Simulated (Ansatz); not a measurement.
System: C$_{2}$H$_{6}$N, net charge 0, doublet state. It need not be the lowest isomer of its formula. SMILES: C[CH]N
Structure (B3LYP-D3(BJ)/def2-TZVP (Ansatz, a quantum-chemistry and plane-wave program) minimum search):
```
C
H 1 1.0829
N 1 1.3979 2 114.75
H 3 1.0094 1 115.11 2 -39.55
H 3 1.0112 4 111.01 1 132.42
C 1 1.4864 2 119.59 3 148.01
H 6 1.0903 1 110.78 2 37.82
H 6 1.0964 7 107.50 1 -121.96
H 6 1.1019 7 107.53 8 -114.43
```
Charge 0, spin multiplicity 2.

Computed values are from Ansatz. Correlated levels leave the core frozen unless marked. UHF or UKS for open shells. No spin-orbit coupling. Non-relativistic. Basis-set limits of correlation are two-point, X^-3; Hartree-Fock from the larger set. [CCSD(T)-MP2]/basis is that difference in the basis named.

```json
{
 "atomisation energy De": "3256.2 kJ/mol at RI-MP2/CBS(cc-pVTZ,cc-pVQZ)+[CCSD(T)-MP2]/cc-pVTZ",
 "total_energy": "-134.3541 Eh at RI-MP2/CBS(cc-pVTZ,cc-pVQZ)+[CCSD(T)-MP2]/cc-pVTZ",
 "dipole_moment": "0.84 D at CCSD(T)/aug-cc-pVDZ",
 "T1 diagnostic": "0.014 at CCSD/cc-pVTZ"
}
```
